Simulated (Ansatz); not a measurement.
C4H9N can be A, `CC(C)C=N`, or B, `C=CN(C)C`.

Calculated with Ansatz (gas phase, PBE0-D4/def2-TZVP geometries, no zero-point term in ΔE). CBS: MP2 limit from def2 TZ/QZ plus the TZ coupled-cluster correction, frozen cores. Functionals use def2-TZVPP. B3LYP here is the variant with VWN-RPA as its local correlation; programs differ in this. One conformer a species, not always the lowest.

Problem. Which is lower in electronic energy at CCSD(T)/CBS, and by how much? (Best estimate.)

Solution. Ansatz gave: A, by 59.4 kJ/mol.

Problem. Give E(B) − E(A) in kJ/mol with CCSD(T)/def2-TZVPP, B2PLYP, PBE-D4, ωB97M-V, PBE0-D4, r2SCAN-D4, B3LYP-D4. (Best estimate.)

Solution. The calculation gave: CCSD(T)/def2-TZVPP 61.7, B2PLYP 51.5, PBE-D4 45.8, ωB97M-V 55.6, PBE0-D4 49.1, r2SCAN-D4 49.5, B3LYP-D4 45.4. None reverses the order clearly.

Largest T1 diagnostic: 0.011.

From PBE to PBE0 (25 % exact exchange), in def2-TZVPP and without D4, E(B) − E(A) moves by +3.3 kJ/mol.
